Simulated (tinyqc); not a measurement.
Worked calculation: CIS on RHF in the sto-3g basis, for HF, spin multiplicity 1. One step of it, computed by the program tinyqc.

Problem. Iteration 1: building the Fock matrix. J_ij = sum D_kl (ij|kl), K_ij = sum D_kl (ik|jl); F = H + J - 0.5 K; E = tr D H + tr D J / 2 - 0.25 tr D K + E_nn.

D at the start, order 1F 1s, 1F 2s, 1F 2px, 1F 2py, 1F 2pz, 2H 1s:
```
[[2.082131, -0.333076, 0.000000, 0.000000, 0.111564, -0.183432],
 [-0.333076, 1.442651, 0.000000, 0.000000, -0.419428, 0.493725],
 [0.000000, 0.000000, 2.000000, 0.000000, 0.000000, 0.000000],
 [0.000000, 0.000000, 0.000000, 2.000000, 0.000000, 0.000000],
 [0.111564, -0.419428, 0.000000, 0.000000, 1.745637, 0.247960],
 [-0.183432, 0.493725, 0.000000, 0.000000, 0.247960, 0.266026]]
```

core Hamiltonian H = T + V (hartree), order 1F 1s, 1F 2s, 1F 2px, 1F 2py, 1F 2pz, 2H 1s:
```
[[-40.621595, -9.531649, 0.000000, 0.000000, -0.016093, -2.143663],
 [-9.531649, -11.093980, 0.000000, 0.000000, -0.190641, -4.317406],
 [0.000000, 0.000000, -8.748867, 0.000000, 0.000000, 0.000000],
 [0.000000, 0.000000, 0.000000, -8.748867, 0.000000, 0.000000],
 [-0.016093, -0.190641, 0.000000, 0.000000, -8.875547, -2.751002],
 [-2.143663, -4.317406, 0.000000, 0.000000, -2.751002, -5.578834]]
```

Two-electron integrals (ij|kl) in chemists' order, unique and non-zero (hartree):
```
(11|11) 5.403501   (21|11) 0.841920   (21|21) 0.156299   (22|11) 1.268028
(22|21) 0.292344   (22|22) 0.926167   (31|31) 0.027998   (32|31) 0.043169
(32|32) 0.204588   (33|11) 1.264502   (33|21) 0.292403   (33|22) 0.925959
(33|33) 0.997514   (41|41) 0.027998   (42|41) 0.043169   (42|42) 0.204588
(43|43) 0.053770   (44|11) 1.264502   (44|21) 0.292403   (44|22) 0.925959
(44|33) 0.889973   (44|44) 0.997514   (51|51) 0.027998   (52|51) 0.043169
(52|52) 0.204588   (53|53) 0.053770   (54|54) 0.053770   (55|11) 1.264502
(55|21) 0.292403   (55|22) 0.925959   (55|33) 0.889973   (55|44) 0.889973
(55|55) 0.997514   (61|11) 0.191267   (61|21) 0.035172   (61|22) 0.065250
(61|33) 0.065155   (61|44) 0.065155   (61|51) 0.001422   (61|52) 0.002651
(61|55) 0.065447   (61|61) 0.007995   (62|11) 0.447171   (62|21) 0.104321
(62|22) 0.364484   (62|33) 0.359428   (62|44) 0.359428   (62|51) 0.007020
(62|52) 0.053053   (62|55) 0.374257   (62|61) 0.023752   (62|62) 0.171176
(63|31) 0.011363   (63|32) 0.065646   (63|53) 0.011371   (63|63) 0.026417
(64|41) 0.011363   (64|42) 0.065646   (64|54) 0.011371   (64|64) 0.026417
(65|11) 0.287641   (65|21) 0.068020   (65|22) 0.254600   (65|33) 0.243430
(65|44) 0.243430   (65|51) 0.015414   (65|52) 0.101318   (65|55) 0.276658
(65|61) 0.016191   (65|62) 0.146513   (65|65) 0.151032   (66|11) 0.567204
(66|21) 0.134494   (66|22) 0.538642   (66|33) 0.519622   (66|44) 0.519622
(66|51) 0.012351   (66|52) 0.127925   (66|55) 0.576048   (66|61) 0.030873
(66|62) 0.311524   (66|65) 0.309728   (66|66) 0.774606
```

nuclear repulsion = 5.36932908 hartree

Give: Coulomb J; exchange K; Fock matrix F; total energy of this density.

Solution.

Coulomb J (hartree), order 1F 1s, 1F 2s, 1F 2px, 1F 2py, 1F 2pz, 2H 1s:
```
[[20.450, 3.910, 0.000, 0.000, -0.013, 0.879],
 [3.910, 9.707, 0.000, 0.000, -0.026, 3.751],
 [0.000, 0.000, 9.692, 0.000, 0.000, 0.000],
 [0.000, 0.000, 0.000, 9.692, 0.000, 0.000],
 [-0.013, -0.026, 0.000, 0.000, 9.711, 2.592],
 [0.879, 3.751, 0.000, 0.000, 2.592, 5.504]]
```

exchange K (hartree), order 1F 1s, 1F 2s, 1F 2px, 1F 2py, 1F 2pz, 2H 1s:
```
[[11.044, 1.952, 0.000, 0.000, 0.010, 0.449],
 [1.952, 3.036, 0.000, 0.000, -0.142, 1.333],
 [0.000, 0.000, 2.594, 0.000, 0.000, 0.000],
 [0.000, 0.000, 0.000, 2.594, 0.000, 0.000],
 [0.010, -0.142, 0.000, 0.000, 2.553, 0.807],
 [0.449, 1.333, 0.000, 0.000, 0.807, 1.154]]
```

Fock matrix F (hartree), order 1F 1s, 1F 2s, 1F 2px, 1F 2py, 1F 2pz, 2H 1s:
```
[[-25.694, -6.598, 0.000, 0.000, -0.034, -1.490],
 [-6.598, -2.905, 0.000, 0.000, -0.146, -1.233],
 [0.000, 0.000, -0.354, 0.000, 0.000, 0.000],
 [0.000, 0.000, 0.000, -0.354, 0.000, 0.000],
 [-0.034, -0.146, 0.000, 0.000, -0.441, -0.563],
 [-1.490, -1.233, 0.000, 0.000, -0.563, -0.652]]
```

total energy of this density = -98.31971 hartree
